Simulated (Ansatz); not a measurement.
A geometry relaxed with B3LYP-D3(BJ)/def2-TZVP (Ansatz, a program for electronic structure), charge 0, multiplicity 1:

```xyz
5

H     -1.2476    -0.6836    -0.2770
C     -0.4211     0.0358    -0.2166
O      0.7507    -0.6160    -0.3077
O     -0.5436     1.2194    -0.0892
H      1.4616     0.0444    -0.2513
```

Question: Write the SMILES of this molecule.

Answer: `O=CO`
